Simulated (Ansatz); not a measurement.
Process, species as SMILES: N[CH2] (CH2-NH2) → C atom + 4 H atom + N atom
B3LYP-D3(BJ)/def2-TZVP geometries, fixed; electronic energies without zero-point terms.

How fast the atomisation energy converges with the basis for several methods (Ansatz, an electronic-structure program): deviation from each method's own reference, in kcal/mol. References: B2PLYP 484.58 kcal/mol, the value in aug-pcseg-3; CCSD(T) 480.44 kcal/mol, Hartree-Fock in cc-pVQZ plus the correlation part extrapolated as X^-3 from cc-pVTZ and cc-pVQZ; HF 340.95 kcal/mol, the value in aug-pcseg-3; MP2 483.41 kcal/mol, Hartree-Fock in aug-cc-pVQZ plus the correlation part extrapolated as X^-3 from aug-cc-pVTZ and aug-cc-pVQZ; PBE 496.63 kcal/mol, the value in aug-pcseg-3; PBE0 486.50 kcal/mol, the value in aug-pcseg-3. All functions are spherical. In correlated methods cores are frozen. Open shells are unrestricted. No added dispersion term, no relativity. 

```tsv
basis	functions	B2PLYP	CCSD(T)	HF	MP2	PBE	PBE0
pcseg-0	26	[?]	-87.64	-34.68	-94.74	-26.88	-28.54
cc-pVDZ	48	[?]	-43.46	-11.79	-45.35	-11.09	-11.21
6-311G**	60	[?]	-32.99	-6.74	-35.18	-4.67	-5.25
def2-SVPD	72	[?]	-20.82	4.52	-22.45	5.68	4.99
aug-pcseg-1	82	[?]	-29.05	-1.93	-30.01	-5.77	-4.53
def2-TZVP	86	[?]	-21.04	-3.60	-22.70	-2.38	-2.62
jun-cc-pV(T+d)Z	134	[?]	-12.02	-1.80	-13.26	-0.74	-1.01
def2-QZVPP	234	[?]	-4.65	-1.04	-5.56	-0.51	-0.56
```

### Question
Fill in the missing entries.

### Answer

- pcseg-0, B2PLYP: -48.97
- cc-pVDZ, B2PLYP: -21.85
- 6-311G**, B2PLYP: -13.53
- def2-SVPD, B2PLYP: -2.76
- aug-pcseg-1, B2PLYP: -12.15
- def2-TZVP, B2PLYP: -7.79
- jun-cc-pV(T+d)Z, B2PLYP: -3.67
- def2-QZVPP, B2PLYP: -0.93

Mean absolute deviation over 6-311G**, def2-TZVP, jun-cc-pV(T+d)Z: PBE 2.60, PBE0 2.96, HF 4.05, B2PLYP 8.33, CCSD(T) 22.02, MP2 23.71 kcal/mol.
